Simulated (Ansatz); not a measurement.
# NaS+ (triplet): from Hartree-Fock to the top rungs at distance S1–Na2 = 3.978 Å, cc-pVDZ

How much of the correlation energy of NaS+ (triplet) does each wave-function method recover here?

Program: Ansatz 0.2.0, Gaussian basis. Level of theory: cc-pVDZ, core rule «outside noble gas», up to 10 orbitals frozen. These are calculated values, not measurements.

Plan: UHF; CCSD(T) on ROHF; CCSD(T) on UHF; BCCD(T) on ROHF; CISD; CCSDT(Q) on ROHF; CCSDT(Q) on UHF; CASSCF and MRCISD+Q, 4 electrons in 4 orbitals; CASSCF and NEVPT2, 4 electrons in 4 orbitals; Full CI.

61 further runs of the same task are left out: 46 for a known fault of the program, 12 that didn't finish, 3 set aside as unsound or not needed.

**1. The geometry**

The geometry derives from a PBE0/def2-TZVP stationary point (not a proven minimum). One bond is set to the value named and the two fragments are kept rigid.

2 atoms, charge 1, spin multiplicity 3.

Atoms are counted from 1 here; the program's logs count them from 0.

No contacts short enough for the rule that draws bonds.

**2. UHF**

in.yaml

```yaml
crystal:
  periodic: [false, false, false]
  atoms:
    - {symbol: S, position_ang: [0.000000, 0.000000, 0.000000]}
    - {symbol: Na, position_ang: [0.000000, 0.000000, 3.978000]}
basis:
  gaussian: {orbitals: cc-pVDZ}
total_charge: 1
magnetization: {spin_polarized: true, initial_magnetization: 2}
hamiltonian: {xc: hf}
output: {orbitals: {seedname: orbitals}}
```

Command:

```bash
ansatz run in.yaml --threads 1 --pin off --events-out ev --progress --plain --max-ram 2393MiB
```

After this run come: CCSD(T) on ROHF; CCSD(T) on UHF; BCCD(T) on ROHF; CISD; CCSDT(Q) on ROHF; CCSDT(Q) on UHF; CASSCF and MRCISD+Q, 4 electrons in 4 orbitals; CASSCF and NEVPT2, 4 electrons in 4 orbitals; Full CI.

Q: Predict the results of all the runs planned. Wanted: FCI below the RHF energy; RMP2 from FCI; UMP2 from FCI; RCCSD from FCI; RCCSD(T) from FCI; UCCSD(T) from FCI; RCCSDT(Q) from FCI; UCCSDT(Q) from FCI; NEVPT2 pair from FCI.

As calculated:

| quantity | value |
| --- | --- |
| FCI below the RHF energy | -2.9781 eV |
| RMP2 from FCI | +544.6 meV |
| UMP2 from FCI | +562.2 meV |
| RCCSD from FCI | +50.1 meV |
| RCCSD(T) from FCI | +12.4 meV |
| UCCSD(T) from FCI | +11.5 meV |
| RCCSDT(Q) from FCI | +0.3 meV |
| UCCSDT(Q) from FCI | +0.1 meV |
| NEVPT2 pair from FCI | +472.2 meV |
| MRCISD+Q pair from FCI | -19.7 meV |
| levels within 1 kcal/mol (43 meV) | RCCSD(T), UCCSD(T), BCCD(T), RCCSDT, UCCSDT, RCCSDT(Q), UCCSDT(Q), MRCISD+Q pair |
| T1 diagnostic | 0.016 |
| effectively unpaired electrons | 2.02 |

**Reading.** RCCSD(T) misses by +12.4 meV, 0.4 % of the correlation energy. MRCISD+Q pair falls below full CI: the +Q correction isn't variational, and the cores differ from full CI's. One determinant dominates. Of the multireference levels listed MRCISD+Q pair comes nearest in total energy (-19.7 meV), which doesn't show that its space is the better one. These misses are within one basis, not against nature; the frozen cores of restricted and unrestricted runs differ, which can shift their rows.
